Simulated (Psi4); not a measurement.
# CC3/def2-TZVPPD run of AlH (SMILES [AlH])

What is the vertical ionisation energy of AlH at CC3/def2-TZVPPD? 

The results are computed with Psi4 1.11.

1 further run of the same task is left out (set aside as unsound or not needed).

### Step 1. The structure to begin with

AlH: 2 atoms, total charge 0, spin state singlet. As SMILES, `[AlH]`. The shape is that of a PBE0-D4/def2-TZVP optimisation.

Bond lengths: Al1–H2 1.665 Å.

### Step 2. A single-point energy at CC3/def2-TZVPPD

File input.dat:

```
memory 2200 mb

molecule system {
  0 1
  Al
  H 1 1.66475
  symmetry c1
}

set {
  basis           def2-TZVPPD
  puream          true
  e_convergence   1e-09
  d_convergence   1e-08
  scf_type        pk
  num_frozen_docc 5
}

result = energy('cc3')
```

On the command line:

```sh
$ psi4 -n 1 input.dat output.dat
```

output.dat:

```text
[...]
  Running in c1 symmetry.
[...]
  Nuclear repulsion =    4.132334427817991
[...]
  Multiplicity = 1
[...]
  Nalpha       = 7
  Nbeta        = 7
[...]
    Number of basis functions: 65
[...]
   @RHF iter   1:  -242.45374190416396   -5.52386e-01   1.80750e-03 ADIIS/DIIS
[...]
   @RHF iter   8:  -242.45793538680942   -3.75451e-11   8.08055e-09 DIIS
[...]
    Orbital Energies [Eh]
    ---------------------
    Doubly Occupied:
       1A    -58.489664     2A     -4.901583     3A     -3.210901
       4A     -3.210901     5A     -3.209819     6A     -0.494078
       7A     -0.289243
[...]
  @RHF Final Energy:  -242.45793538680942
   => Energetics <=
    Nuclear Repulsion Energy =              4.1323344278179910
    One-Electron Energy =                -345.5681620810689196
    Two-Electron Energy =                  98.9778922664415290
    Total Energy =                       -242.4579353868094245
[...]
 Multipole Moments:
 ------------------------------------------------------------------------------------
     Multipole            Electronic (a.u.)      Nuclear  (a.u.)        Total (a.u.)
 ------------------------------------------------------------------------------------
 L = 1.  Multiply by 2.5417464519 to convert [e a0] to [Debye]
 Dipole X            :          0.0000000            0.0000000            0.0000000
 Dipole Y            :          0.0000000            0.0000000            0.0000000
 Dipole Z            :         -1.5498814            1.5600499            0.0101685
 Magnitude           :                                                    0.0101685
[...]
      * MP2 total energy                      = -242.520234049167129
[...]
```

It took 8.7 s on 1 thread of Intel Xeon Platinum 8259CL at 2.50GHz (Skylake/Cascade Lake), shared host; peak memory 0.36 GiB.

### Step 3. The doublet cation, same level

File input.inp:

```
memory 2200 mb

molecule {
  1 2
  Al
  H 1 1.66475
  symmetry c1
}

set {
  basis           def2-TZVPPD
  reference       uhf
  puream          true
  e_convergence   1e-09
  d_convergence   1e-08
  scf_type        pk
  num_frozen_docc 5
  maxiter         100
}

e, wfn = energy('cc3', return_wfn=True)
```

On the command line:

```sh
$ psi4 input.inp input.out -n 1
```

input.out:

```text
[...]
  Running in c1 symmetry.
[...]
  Nuclear repulsion =    4.132334427817991
[...]
  Multiplicity = 2
[...]
  Nalpha       = 7
  Nbeta        = 6
[...]
    Number of basis functions: 65
[...]
   @UHF iter   1:  -242.15893659811078   -2.57581e-01   2.36812e-03 ADIIS/DIIS
[...]
   @UHF iter  12:  -242.19138853823389   -2.55795e-12   3.51948e-09 DIIS
[...]
   @S^2 Observed:                7.853362835E-01
[...]
    Orbital Energies [Eh]
    ---------------------
    Alpha Occupied:
       1A    -58.817034     2A     -5.226193     3A     -3.536379
       4A     -3.533546     5A     -3.533546     6A     -0.802415
       7A     -0.621737
    Alpha Virtual:
       8A     -0.206972     9A     -0.206972    10A     -0.094569
      11A     -0.091932    12A     -0.045358    13A     -0.045358
      14A     -0.041912    15A     -0.041912    16A     -0.006841
      17A      0.035420    18A      0.095378    19A      0.095378
      20A      0.106212    21A      0.106212    22A      0.133022
      23A      0.133022    24A      0.135846    25A      0.180189
[...]
  @UHF Final Energy:  -242.19138853823389
   => Energetics <=
    Nuclear Repulsion Energy =              4.1323344278179910
    One-Electron Energy =                -341.2545629710582489
    Two-Electron Energy =                  94.9308400050064023
    Total Energy =                       -242.1913885382338663
  UHF NO Occupations:
  HONO-2 :    5  A 1.9999931
  HONO-1 :    6  A 1.9821864
[...]
 Multipole Moments:
 ------------------------------------------------------------------------------------
     Multipole            Electronic (a.u.)      Nuclear  (a.u.)        Total (a.u.)
 ------------------------------------------------------------------------------------
 L = 1.  Multiply by 2.5417464519 to convert [e a0] to [Debye]
 Dipole X            :         -0.0000000            0.0000000           -0.0000000
 Dipole Y            :         -0.0000000            0.0000000           -0.0000000
 Dipole Z            :         -1.7519016            1.5600499           -0.1918517
 Magnitude           :                                                    0.1918517
[...]
      * MP2 total energy                      = -242.224501876317134
[...]
```

Run time: 25 s. Hardware: 1 thread of Intel Xeon Platinum 8259CL at 2.50GHz (Skylake/Cascade Lake), shared host; peak memory 0.38 GiB.

### Step 4. Summary of results

At CC3/def2-TZVPPD, 5 core orbitals frozen:

| quantity | value |
| --- | --- |
| singlet AlH: ground-state or mean-field energy | -242.54200 Eh |
| singlet AlH: HOMO energy (Hartree–Fock orbitals) | -7.87 eV |
| singlet AlH: LUMO energy (Hartree–Fock orbitals) | 0.82 eV |
| singlet AlH: HOMO–LUMO gap (Hartree–Fock orbitals) | 8.69 eV |
| singlet AlH: correlation energy (5 core orbitals frozen) | -84.1 mEh |
| singlet AlH: T1 diagnostic | 0.014 |
| doublet cation: ground-state or mean-field energy | -242.23823 Eh |
| doublet cation: HOMO energy (Hartree–Fock orbitals) (highest over α and β) | -16.92 eV |
| doublet cation: LUMO energy (Hartree–Fock orbitals) (lowest over α and β) | -6.73 eV |
| doublet cation: correlation energy (5 core orbitals frozen) | -46.8 mEh |
| doublet cation: ⟨S²⟩ of the reference determinant | 0.785 |
| doublet cation: T1 diagnostic | 0.034 |
| vertical ionisation energy (to the doublet cation) | 8.266 eV |

**Reading.** The vertical ionisation energy comes to 8.27 eV (191 kcal/mol).
